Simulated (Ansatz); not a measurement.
Compare A (`CC(C)(C)C(=O)O`) with its isomer B (`COC1CCCO1`).

Calculated with Ansatz (gas phase, PBE0-D4/def2-TZVP geometries, no zero-point term in ΔE). CCSD(T)/CBS adds triple-zeta CCSD(T) − MP2 to the extrapolated MP2 energy (def2 sets, frozen cores). Functionals use def2-TZVPP. Each species was taken in one conformer, which may not be the lowest.

A:

Z-matrix (Å, degrees):
```
C
C 1 1.531
H 1 1.091 2 111.4
H 1 1.093 2 109.3 3 119.9
H 1 1.093 2 111.2 3 -121.1
C 2 1.522 1 110.3 3 -179.6
C 2 1.531 1 109.8 3 -57.9
C 2 1.518 1 108.7 3 61.0
H 6 1.093 2 109.6 1 60.7
H 6 1.091 2 111.2 1 -59.3
H 6 1.091 2 111.2 1 -179.3
H 7 1.093 2 109.3 1 -62.0
H 7 1.090 2 111.4 1 57.9
H 7 1.093 2 111.2 1 178.9
O 8 1.201 2 125.9 1 120.1
O 8 1.347 2 112.3 1 -59.8
H 16 0.967 8 106.3 2 180.0
```

B:

Z-matrix (Å, degrees):
```
C
O 1 1.406
H 1 1.094 2 111.6
H 1 1.090 2 107.2 3 -119.8
H 1 1.099 2 111.1 3 121.3
C 2 1.399 1 113.2 3 -62.3
O 6 1.403 2 112.4 1 63.6
C 6 1.514 2 108.0 1 179.5
H 6 1.098 2 109.5 1 -54.7
C 7 1.428 6 110.0 2 92.3
C 8 1.525 6 101.3 2 -83.2
H 8 1.093 6 109.2 2 159.5
H 8 1.089 6 112.0 2 38.7
H 10 1.093 7 109.5 6 -119.8
H 10 1.095 7 107.8 6 122.7
H 11 1.091 8 109.9 6 83.2
H 11 1.090 8 113.3 6 -155.5
```

(1) Which is lower in electronic energy at CCSD(T)/CBS, and by how much? (Best estimate.)

(2) Give E(B) − E(A) in kJ/mol with PBE0-D4, BLYP-D4, ωB97M-V, HF/def2-TZVPP, CCSD(T)/def2-SVP, CCSD(T)/def2-TZVPP, MP2/def2-TZVPP. (An estimate is asked.)

Largest T1 diagnostic: 0.013.

## Answers

(1) The calculation gave: A, by 133.9 kJ/mol.

(2) The calculation gave: PBE0-D4 125.3, BLYP-D4 143.1, ωB97M-V 132.3, HF/def2-TZVPP 127.3, CCSD(T)/def2-SVP 146.8, CCSD(T)/def2-TZVPP 133.9, MP2/def2-TZVPP 142.5. None reverses the order clearly.

At CCSD(T), def2-SVP lies +12.9 kJ/mol from the extrapolated value and def2-TZVPP +0.0 kJ/mol. From r2SCAN to r2SCAN0 (25 % exact exchange), in def2-TZVPP and without D4, E(B) − E(A) moves by −8.0 kJ/mol.
